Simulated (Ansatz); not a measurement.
A made-up structure of AlSiH5O, singlet:

| atom | x (Å) | y (Å) | z (Å) |
| --- | --- | --- | --- |
| O1 | -1.9110 | 0.4489 | -0.9581 |
| Al2 | -0.3402 | 0.8594 | -0.4595 |
| Si3 | 0.9084 | -0.8869 | 0.7146 |
| H4 | -2.4839 | 1.0520 | -1.4298 |
| H5 | 1.2150 | 0.4423 | 1.1090 |
| H6 | 1.4585 | -0.3704 | 2.0015 |
| H7 | 2.0753 | -1.3321 | -0.1020 |
| H8 | 0.0796 | -2.0855 | 1.0174 |

It is relaxed with PBE-D4/def2-SVP and then PBE0-D4/def2-TZVP (Ansatz 0.2.0). Atoms count as bonded within 1.22 times the sum of their covalent radii (H–H: 0.88 Å). The end point is not checked to be a true minimum.

Task: Does its bonding change? (A judgement: the text doesn't fix the answer.)

Result: By the calculation: Yes. Formed: none; broken: Al2–Si3.

Where it ends: The first stage lowers the energy by 4.09 eV in 25 steps. It ends as a complex of AlHO ([OH][Al]) + SiH₄:
```
8
angstrom
O -1.2026 0.4658 -1.0456
Al -0.8609 2.1179 -1.0276
Si 0.9393 -0.8259 1.0471
H -1.6717 -0.3200 -1.3076
H 1.0956 0.6517 1.0696
H 1.9071 -1.4198 2.0088
H 1.2314 -1.3452 -0.3110
H -0.4363 -1.1967 1.4593
```

Labels in which every atom is bracketed show which atoms are joined, not bond orders.

For scale, one of the runs: PBE0-D4/def2-TZVP relaxation, 135 basis functions, launched by `ansatz run in.yaml --threads 2 --pin off --events-out ev --progress --plain --max-ram 4352MiB`. Hardware: 2 CPU threads of an Arm Neoverse V2, shared host. Wall time about 41 s.
